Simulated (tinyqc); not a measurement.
Worked calculation: Pariser-Parr-Pople SCF with singles CI, for the molecule c1ccsc1 (SMILES; centres numbered as the heavy atoms are written). One step of it, computed by the program tinyqc.

Question. Iteration 3: Fock matrix. F_rr = H_rr + P_rr gamma_rr / 2 + sum_(s != r) P_ss gamma_rs; F_rs = H_rs - P_rs gamma_rs / 2; E = tr P (H + F) / 2 + core repulsion sum_(r<s) z_r z_s gamma_rs.

P after iteration 2:
```
,1C,2C,3C,4S,5C
1C,1.065889,0.640419,-0.120819,-0.290256,0.697621
2C,0.640419,1.065843,0.697672,-0.290144,-0.120822
3C,-0.120819,0.697672,1.220820,0.569911,-0.353691
4S,-0.290256,-0.290144,0.569911,1.426543,0.569939
5C,0.697621,-0.120822,-0.353691,0.569939,1.220904
```

core matrix H (eV):
```
,1C,2C,3C,4S,5C
1C,-43.035410,-2.390000,0.000000,0.000000,-2.390000
2C,-2.390000,-43.033924,-2.390000,0.000000,0.000000
3C,0.000000,-2.390000,-45.409719,-2.020000,0.000000
4S,0.000000,0.000000,-2.020000,-48.904021,-2.020000
5C,-2.390000,0.000000,0.000000,-2.020000,-45.407828
```

repulsion gamma_rs (eV):
```
,1C,2C,3C,4S,5C
1C,11.130000,7.552804,5.520570,5.624616,7.552804
2C,7.552804,11.130000,7.554850,5.623872,5.518526
3C,5.520570,7.554850,11.130000,7.827217,5.519866
4S,5.624616,5.623872,7.827217,13.000000,7.828316
5C,7.552804,5.518526,5.519866,7.828316,11.130000
```

Centres (angstrom, eV; a flat drawing with bonds scaled to 1.40 angstrom):
```
centre,x,y,core charge z,W,gamma_rr
1C,1.191000,0.000000,1,11.160000,11.130000
2C,0.368000,1.133000,1,11.160000,11.130000
3C,-0.963000,0.700000,1,11.160000,11.130000
4S,-0.963000,-0.700000,2,22.000000,13.000000
5C,0.368000,-1.133000,1,11.160000,11.130000
```

Give: F; pi energy.

Answer.

F (eV):
```
,1C,2C,3C,4S,5C
1C,-5.069,-4.808,0.333,0.816,-5.024
2C,-4.808,-5.069,-5.025,0.816,0.333
3C,0.333,-5.025,-6.774,-4.250,0.976
4S,0.816,0.816,-4.250,-8.529,-4.251
5C,-5.024,0.333,0.976,-4.251,-6.775
```

pi energy = -85.921 eV
